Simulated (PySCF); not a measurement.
Gas-phase reaction: SiHF ⇌ SiH + F

Method: PySCF energies plus ideal-gas RRHO corrections (1 bar). † marks an energy on the PBE0/def2-TZVP geometry and frequencies; other levels use their own. MP2 freezes the core. 6-31G* has spherical d functions here. Open shells (unrestricted): SiH (multiplicity 2, electronic degeneracy 4), F (multiplicity 2, electronic degeneracy 6); the rest are closed-shell singlets. Spin-orbit splitting is ignored; it lowers the true energy and changes the entropy of SiH, F. B3LYP is the form with VWN-RPA correlation. SiHF: computed as isolated molecules; such fragments, hydroxides, amides, oligomers or adducts are transient or little studied in the gas. MP2 isn't extrapolated to the basis-set limit; its ΔH°(298 K) is 571.1 kJ in def2-SVP and 619.8 kJ in def2-TZVPP. The harmonic model lacks anharmonicity and excited electronic states, which grow with temperature; levels with a mode under 35 cm⁻¹ are left out.

```json
[
 {"level": "B3LYP/6-31G*", "ΔE electronic, kJ": "580", "ΔH°(298 K), kJ": "574", "ΔS°(298 K), J/K": "120", "ΔG°(1400 K), kJ": "400"},
 {"level": "BLYP/def2-TZVP†", "ΔE electronic, kJ": "605", "ΔH°(298 K), kJ": "599", "ΔS°(298 K), J/K": "120", "ΔG°(1400 K), kJ": "425"},
 {"level": "HF/6-31G*", "ΔE electronic, kJ": "412", "ΔH°(298 K), kJ": "406", "ΔS°(298 K), J/K": "120", "ΔG°(1400 K), kJ": "230"},
 {"level": "MP2/def2-SVP†", "ΔE electronic, kJ": "576", "ΔH°(298 K), kJ": "571", "ΔS°(298 K), J/K": "120", "ΔG°(1400 K), kJ": "397"},
 {"level": "PBE/def2-SVP", "ΔE electronic, kJ": "603", "ΔH°(298 K), kJ": "598", "ΔS°(298 K), J/K": "119", "ΔG°(1400 K), kJ": "424"},
 {"level": "PBE0/def2-QZVP†", "ΔE electronic, kJ": "589", "ΔH°(298 K), kJ": "584", "ΔS°(298 K), J/K": "120", "ΔG°(1400 K), kJ": "409"},
 {"level": "PBE0/def2-SVP†", "ΔE electronic, kJ": "568", "ΔH°(298 K), kJ": "562", "ΔS°(298 K), J/K": "120", "ΔG°(1400 K), kJ": "388"},
 {"level": "ωB97M-V/def2-TZVP†", "ΔE electronic, kJ": "613", "ΔH°(298 K), kJ": "607", "ΔS°(298 K), J/K": "120", "ΔG°(1400 K), kJ": "433"},
 {"level": "ωB97X-V/def2-TZVP†", "ΔE electronic, kJ": "604", "ΔH°(298 K), kJ": "599", "ΔS°(298 K), J/K": "120", "ΔG°(1400 K), kJ": "424"}
]
```
ΔH° is lowest at HF/6-31G* and highest at ωB97M-V/def2-TZVP†. No reference value is set beside these.
